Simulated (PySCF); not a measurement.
Mg(SiH3)2.
SMILES: `[SiH3][Mg][SiH3]`

The closed-shell ground state was solved at several levels (PySCF, density fitting, gas phase, non-relativistic). Geometry: PBE0-D3(BJ)/def2-SVP; no solvent, vibrations or thermal averaging.

```
          level  basis functions  total energy (Eh)  HOMO (eV)  LUMO (eV)  gap (eV)  dipole (D)
B3LYP/def2-SVPD              117          -782.4652      -6.40      -1.53      4.87        0.05
  PBE0/pcSseg-1               94          -782.2575      -6.71      -0.90      5.81        0.05
```

Question: What might KT2/pcSseg-1 (94 basis functions) give for the same quantities?

Answer: Total energy -789.6957 Eh, HOMO -5.79 eV, LUMO -1.66 eV, gap 4.13 eV, dipole 0.05 D.

Question: Over all these levels, which gives the widest orbital gap and which the narrowest?

Answer: PBE0/pcSseg-1 (global hybrid, 25 % exact exchange) has the widest, 5.81 eV, and KT2/pcSseg-1 (GGA) the narrowest, 4.13 eV. The two share the basis. From the narrowest to the widest the HOMO moves by -0.92 eV and the LUMO by +0.76 eV.

Question: How far do the dipole and the HOMO energy spread over the levels?

Answer: The dipole runs from 0.05 to 0.05 D (mean 0.05 D) and the HOMO from -6.71 to -5.79 eV.
